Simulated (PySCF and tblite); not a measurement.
The numbers below are computed, except where a source is named.
System: C₃H₄S₂, numbered as in [S:1]=[CH:2]/[CH:3]=[CH:4]\[SH:5].

Level: PBE0/pcSseg-1 + D3(BJ) on B3LYP-D3(BJ)/def2-SVP stationary points, with GFN2-xTB thermal terms. Rates follow Eyring's equation with the number of equivalent paths and no tunnelling. (PySCF 2.14 with density fitting, tblite 0.8.)

Estimate the barrier and the room-temperature rate of the rotation about the C2–C3 bond (torsion S1–C2–C3–C4 from 0° to 180°, rising).

The electronic barrier is 15.3 kcal/mol and ΔG‡(298 K) 14.4 kcal/mol, over a C1 saddle with an imaginary mode of 211i cm⁻¹ (GFN2-xTB). With 2 equivalent paths, k is 340 s⁻¹, a mean lifetime of the start of 2.9 ms against this motion. The end lies 5.0 kcal/mol above the start in free energy.
